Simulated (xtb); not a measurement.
Job for xtb: GFN2-xTB on HH2Sts, 2S+1 = 2.

```
$ xtb mol.xyz --gfn 2 --sp --chrg 0 --uhf 1
4

H      1.26209700    -0.22009700     0.00000000
S      0.00000000     0.22315300     0.00000000
H     -0.50057600    -1.11544500     0.00000000
H     -0.76152100    -2.23491300     0.00000000
```

Output:

```
[...]
           -------------------------------------------------
          |                Calculation Setup                |
           -------------------------------------------------



molecular fragmentation (1/2 indicates fragments):
1112
# atoms in fragment 1/2:     3     1
 fragment masses (1/2) :       34.08        1.01
CMA distance (Bohr)    :   4.781
constraining FC (au)   :  0.0500

           -------------------------------------------------
          |                 G F N 2 - x T B                 |
           -------------------------------------------------

        Reference                      10.1021/acs.jctc.8b01176
      * Hamiltonian:
        H0-scaling (s, p, d)           1.850000    2.230000    2.230000
        zeta-weighting                 0.500000
      * Dispersion:
        s8                             2.700000
        a1                             0.520000
        a2                             5.000000
        s9                             5.000000
      * Repulsion:
        kExp                           1.500000    1.000000
        rExp                           1.000000
      * Coulomb:
        alpha                          2.000000
        third order                    shell-resolved
        anisotropic                    true
        a3                             3.000000
        a5                             4.000000
        cn-shift                       1.200000
        cn-exp                         4.000000
        max-rad                        5.000000


          ...................................................
          :                      SETUP                      :
          :.................................................:
          :  # basis functions                  13          :
          :  # atomic orbitals                  12          :
          :  # shells                            6          :
          :  # electrons                         9          :
          :  max. iterations                   250          :
          :  Hamiltonian                  GFN2-xTB          :
          :  restarted?                      false          :
          :  GBSA solvation                  false          :
          :  PC potential                    false          :
          :  electronic temp.          300.0000000     K    :
          :  accuracy                    1.0000000          :
          :  -> integral cutoff          0.2500000E+02      :
          :  -> integral neglect         0.1000000E-07      :
          :  -> SCF convergence          0.1000000E-05 Eh   :
          :  -> wf. convergence          0.1000000E-03 e    :
          :  Broyden damping             0.4000000          :
          :  net charge                          0          :
          :  unpaired electrons                  1          :
          ...................................................

 iter      E             dE          RMSdq      gap      omega  full diag
   1     -4.6847366 -0.468474E+01  0.577E+00    5.66       0.0  T
   2     -4.6882866 -0.354995E-02  0.245E+00    5.44       1.0  T
   3     -4.6887448 -0.458167E-03  0.596E-01    5.37       1.0  T
   4     -4.6887620 -0.172259E-04  0.165E-01    5.36       1.0  T
   5     -4.6887638 -0.179350E-05  0.525E-02    5.36       1.0  T
   6     -4.6887640 -0.256343E-06  0.144E-02    5.36       3.5  T
   7     -4.6887641 -0.157289E-07  0.619E-03    5.35       8.1  T
   8     -4.6887641 -0.956335E-08  0.520E-04    5.36      96.2  T
   9     -4.6887641 -0.313722E-10  0.157E-04    5.36     319.0  T

   *** convergence criteria satisfied after 9 iterations ***

         #    Occupation            Energy/Eh            Energy/eV
      -------------------------------------------------------------
         1        2.0000           -0.7223303             -19.6556
         2        2.0000           -0.5222062             -14.2100
         3        2.0000           -0.4981088             -13.5542
         4        1.9990           -0.3903750             -10.6226
         5        1.0010           -0.3772834             -10.2664 (HOMO)
         6                         -0.1804807              -4.9111 (LUMO)
         7                         -0.0806513              -2.1946
         8                         -0.0359223              -0.9775
         9                         -0.0193761              -0.5273
        10                         -0.0133345              -0.3629
       ...                                ...                  ...
        12                          0.5841909              15.8966
      -------------------------------------------------------------
                  HL-Gap            0.1968027 Eh            5.3553 eV
             Fermi-level           -0.3313556 Eh           -9.0166 eV

 SCC (total)                   0 d,  0 h,  0 min,  0.003 sec
 SCC setup                      ...        0 min,  0.000 sec (  4.562%)
 Dispersion                     ...        0 min,  0.000 sec (  1.146%)
 classical contributions        ...        0 min,  0.000 sec (  0.617%)
 integral evaluation            ...        0 min,  0.000 sec ( 14.332%)
 iterations                     ...        0 min,  0.002 sec ( 58.326%)
 molecular gradient             ...        0 min,  0.000 sec ( 13.696%)
 printout                       ...        0 min,  0.000 sec (  6.728%)

         :::::::::::::::::::::::::::::::::::::::::::::::::::::
         ::                     SUMMARY                     ::
         :::::::::::::::::::::::::::::::::::::::::::::::::::::
         :: total energy              -4.670839345022 Eh    ::
         :: gradient norm              0.033533016751 Eh/a0 ::
         :: HOMO-LUMO gap              5.355274015295 eV    ::
         ::.................................................::
         :: SCC energy                -4.688764057177 Eh    ::
         :: -> isotropic ES            0.005545280279 Eh    ::
         :: -> anisotropic ES          0.000784296066 Eh    ::
         :: -> anisotropic XC          0.004099970939 Eh    ::
         :: -> dispersion             -0.000847703998 Eh    ::
         :: repulsion energy           0.017924712155 Eh    ::
         :: add. restraining           0.000000000000 Eh    ::
         :: total charge              -0.000000000000 e     ::
         :::::::::::::::::::::::::::::::::::::::::::::::::::::

           -------------------------------------------------
          |                Property Printout                |
           -------------------------------------------------

    * Orbital Energies and Occupations

         #    Occupation            Energy/Eh            Energy/eV
      -------------------------------------------------------------
         1        2.0000           -0.7223303             -19.6556
         2        2.0000           -0.5222062             -14.2100
         3        2.0000           -0.4981088             -13.5542
         4        1.9990           -0.3903750             -10.6226
         5        1.0010           -0.3772834             -10.2664 (HOMO)
         6                         -0.1804807              -4.9111 (LUMO)
         7                         -0.0806513              -2.1946
         8                         -0.0359223              -0.9775
         9                         -0.0193761              -0.5273
        10                         -0.0133345              -0.3629
        11                          0.3009641               8.1897
        12                          0.5841909              15.8966
      -------------------------------------------------------------
                  HL-Gap            0.1968027 Eh            5.3553 eV
             Fermi-level           -0.3313556 Eh           -9.0166 eV

     #   Z          covCN         q      C6AA      α(0)
Note: The following floating-point exceptions are signalling: IEEE_DENORMAL
normal termination of xtb
     1   1 H        0.922     0.162     1.314     1.793
     2  16 S        1.833    -0.324   155.135    20.964
     3   1 H        0.910     0.193     1.136     1.667
     4   1 H        0.000    -0.031     9.123     5.523

 Mol. C6AA /au·bohr⁶  :        312.262499
 Mol. C8AA /au·bohr⁸  :      11090.597739
 Mol. α(0) /au        :         29.946855


Wiberg/Mayer (AO) data.
largest (>0.10) Wiberg bond orders for each atom

 ---------------------------------------------------------------------------
     #   Z sym  total        # sym  WBO       # sym  WBO       # sym  WBO
 ---------------------------------------------------------------------------
     1   1 H    0.974 --     2 S    0.973
     2  16 S    1.843 --     1 H    0.973     3 H    0.587     4 H    0.283
     3   1 H    0.963 --     2 S    0.587     4 H    0.374
     4   1 H    0.658 --     3 H    0.374     2 S    0.283
 ---------------------------------------------------------------------------

Topologies differ in total number of bonds
Writing topology from bond orders to xtbtopo.mol

molecular dipole:
                 x           y           z       tot (Debye)
 q only:        0.249      -0.479       0.000
   full:        0.362      -0.574      -0.000       1.725
molecular quadrupole (traceless):
                xx          xy          yy          xz          yz          zz
 q only:        0.893       0.052      -0.243       0.000       0.000      -0.650
  q+dip:        1.001       0.150       0.071      -0.000      -0.000      -1.072
   full:        1.492       0.153       0.183      -0.000      -0.000      -1.675


           -------------------------------------------------
          | TOTAL ENERGY               -4.670839345022 Eh   |
          | GRADIENT NORM               0.033533016751 Eh/α |
          | HOMO-LUMO GAP               5.355274015295 eV   |
           -------------------------------------------------

------------------------------------------------------------------------
------------------------------------------------------------------------
 total:
 SCF:
```

The run finished.

Cost: very roughly 0.05 core-seconds.
